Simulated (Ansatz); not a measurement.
**SiH4+ (doublet): from Hartree-Fock to the top rungs at distance Si1–H3 = 1.538 Å, 6-31G**

Aim: climb from Hartree-Fock through coupled cluster and multireference methods for SiH4+ (doublet) at one geometry and basis, and see what each rung misses.

Computed with Ansatz 0.2.0, Gaussian basis. Level: 6-31G, core rule «outside noble gas», up to 5 orbitals frozen.

The runs, in order: UHF; CCSD(T) on ROHF; CCSD(T) on UHF; BCCD(T) on ROHF; CISD; CCSDT(Q) on ROHF; CCSDT(Q) on UHF; CISDTQ; CCSDTQ on ROHF; CCSDTQ on UHF; CASSCF and MRCISD+Q, 3 electrons in 3 orbitals; CASSCF and NEVPT2, 3 electrons in 3 orbitals; CASSCF and MRCISD+Q, 7 electrons in 8 orbitals; CASSCF and NEVPT2, 7 electrons in 8 orbitals; Full CI.

19 further runs of the same task are left out: 14 that didn't finish, 5 set aside as unsound or not needed.

### Step 1. The geometry

The geometry derives from a PBE0/def2-TZVP stationary point (not a proven minimum). One bond is set to the value named and the two fragments are kept rigid.

5 atoms, charge 1, spin multiplicity 2.

Atoms are counted from 1 here; the program's logs count them from 0.

Bond lengths: Si1–H2 1.538 Å, Si1–H3 1.538 Å, Si1–H4 1.538 Å, Si1–H5 1.538 Å. Angles: H2–Si1–H3 90.0°, H2–Si1–H4 90.0°, H2–Si1–H5 180.0°, H3–Si1–H4 180.0°, H3–Si1–H5 90.0°, H4–Si1–H5 90.0°.

### Step 2. UHF

in.yaml reads:

```yaml
crystal:
  periodic: [false, false, false]
  atoms:
    - {symbol: Si, position_ang: [0.000000, 0.000000, 0.000000]}
    - {symbol: H, position_ang: [-0.011166, 1.090859, 1.083779]}
    - {symbol: H, position_ang: [-0.016843, -1.083830, 1.090736]}
    - {symbol: H, position_ang: [0.016843, 1.083830, -1.090736]}
    - {symbol: H, position_ang: [0.011166, -1.090859, -1.083779]}
basis:
  gaussian: {orbitals: 6-31G}
total_charge: 1
magnetization: {spin_polarized: true, initial_magnetization: 1}
hamiltonian: {xc: hf}
output: {orbitals: {seedname: orbitals}}
```

Launch:

```sh
ansatz run in.yaml --threads 1 --pin off --events-out ev --progress --plain --max-ram 2393MiB
```

Further steps of the session: CCSD(T) on ROHF; CCSD(T) on UHF; BCCD(T) on ROHF; CISD; CCSDT(Q) on ROHF; CCSDT(Q) on UHF; CISDTQ; CCSDTQ on ROHF; CCSDTQ on UHF; CASSCF and MRCISD+Q, 3 electrons in 3 orbitals; CASSCF and NEVPT2, 3 electrons in 3 orbitals; CASSCF and MRCISD+Q, 7 electrons in 8 orbitals; CASSCF and NEVPT2, 7 electrons in 8 orbitals; Full CI.

Q: Predict the results of all the runs planned. Wanted: FCI below the RHF energy; RMP2 from FCI; UMP2 from FCI; RCCSD from FCI; RCCSD(T) from FCI; UCCSD(T) from FCI; RCCSDT(Q) from FCI; UCCSDT(Q) from FCI; NEVPT2 pair from FCI.

**Answer**, as computed:

| quantity | value |
| --- | --- |
| FCI below the RHF energy | -2.4922 eV |
| RMP2 from FCI | +17.78 kcal/mol |
| UMP2 from FCI | +17.11 kcal/mol |
| RCCSD from FCI | +1.04 kcal/mol |
| RCCSD(T) from FCI | +0.32 kcal/mol |
| UCCSD(T) from FCI | +0.38 kcal/mol |
| RCCSDT(Q) from FCI | 0.00 kcal/mol |
| UCCSDT(Q) from FCI | 0.00 kcal/mol |
| NEVPT2 pair from FCI | +13.72 kcal/mol |
| MRCISD+Q pair from FCI | -0.53 kcal/mol |
| NEVPT2 valence from FCI | +2.40 kcal/mol |
| levels within 1 kcal/mol (43 meV) | RCCSD(T), UCCSD(T), BCCD(T), RCCSDT, UCCSDT, CISDTQ, RCCSDT(Q), UCCSDT(Q), RCCSDTQ, UCCSDTQ, MRCISD+Q pair, MRCISD valence, MRCISD+Q valence |
| T1 diagnostic | 0.029 |
| effectively unpaired electrons | 1.03 |

In words: RCCSD(T) misses by +0.32 kcal/mol, 0.5 % of the correlation energy. MRCISD+Q pair falls below full CI: the +Q correction isn't variational, and the cores differ from full CI's. One determinant dominates. Of the multireference levels listed MRCISD+Q valence comes nearest in total energy (+0.06 kcal/mol), which doesn't show that its space is the better one. These misses are within one basis, not against nature; the frozen cores of restricted and unrestricted runs differ, which can shift their rows.
